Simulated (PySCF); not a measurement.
CHO, charge +1, multiplicity 1. Atoms are numbered in the order given.

```xyz
3

C      0.0000     0.0000     0.5157
O      0.0000     0.0000    -0.5883
H      0.0000     0.0000     1.6126
```
Charge +1, spin multiplicity 1.

Geometry: r2SCAN-D4/def2-TZVPD. The isomer is the one that the SMILES or the coordinates give; other isomers of the formula were not compared.

Level of theory: SMD-M06-2X/6-31G* (PySCF).

Solvation free energies are E(SMD) − E(gas) at the gas-phase geometry, for 1 M in both phases.

```tsv
solvent	ΔG(solv) (kcal/mol)	its non-electrostatic (CDS) part
water	-83.1	5.3
acetonitrile	___	___
acetone	-78.8	2.0
```

Q: Complete the blanks. (The exact figures need the calculation; the answer reports its results.)

A: 
- acetonitrile, ΔG(solv) (kcal/mol): -80.7
- acetonitrile, its non-electrostatic (CDS) part: 2.4
